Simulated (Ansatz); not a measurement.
How far each method lies from UCCSDT(Q) for [OH···H···CH$_{2}$], triplet

Geometry: a point of a hydrogen-transfer path between rigid fragments, not a stationary point.

```tsv
atom	x (Å)	y (Å)	z (Å)
O	-1.0749	-0.0291	0.0000
H	-1.3242	0.8974	0.0000
H	-0.0329	-0.0291	0.0000
C	1.2641	-0.0291	0.0000
H	1.6785	-0.0291	0.9962
H	1.6785	-0.0291	-0.9962
```

Basis cc-pVDZ; Ansatz 0.2.0. Only valence electrons are correlated (noble-gas cores frozen), which leaves 14 electrons in 46 orbitals. R marks a restricted (for open shells ROHF) determinant, U an unrestricted one. Active spaces: pair = (4e, 4o) about the gap.

Full CI isn't at hand for all of this; UCCSDT(Q) serves as the reference, and is uncertain by about the last step of the cluster series. The frozen core follows each run's orbitals, which can shift R against U totals by a few meV.

For open shells CISD is restricted-active-space CI with the open shells as a complete middle space.

The UHF ⟨S²⟩ is 2.034, the T1 diagnostic (RCCSD) is 0.0234 and the largest doubles amplitude (RCCSD) is 0.045. The T1 diagnostic (UCCSD) is 0.0125.

| level | E − E(UCCSDT(Q)) (kcal/mol) | share of correlation (%) | wall time |
| --- | --- | --- | --- |
| RHF | 225.17 | 0.00 | – |
| UHF | 217.66 | 3.33 | – |
| RMP2 | 22.69 | 89.92 | – |
| UMP2 | 23.69 | 89.48 | – |
| CISD | 22.62 | 89.96 | 3.6 s |
| RCCSD | 5.21 | 97.69 | – |
| UCCSD | 5.00 | 97.78 | – |
| RCCSD(T) | 0.87 | 99.61 | 6.5 s |
| UCCSD(T) | 0.85 | 99.62 | 5.5 s |
| BCCD(T) | 0.86 | 99.62 | 3 s |
| RCCSDT | 0.46 | 99.79 | – |
| UCCSDT | 0.43 | 99.81 | – |
| RCCSDT(Q) | 0.03 | 99.99 | 59 s |
| CASSCF (pair space) | 209.14 | 7.12 | – |
| NEVPT2 (pair space) | 23.87 | 89.40 | 0.93 s |
| MRCISD (pair space) | 20.14 | 91.05 | – |
| MRCISD+Q (pair space) | 2.94 | 98.70 | 1.2 s |

The correlation energy at UCCSDT(Q), counted from RHF, is -9.764 eV. That run took 49 s on 1 thread of Intel Xeon Platinum 8488C, shared host.

Times hold each run's SCF and search for its determinant on a shared host, so for small cases they say little of a method's own cost; they ran on 1 thread of Intel Xeon Platinum 8488C.
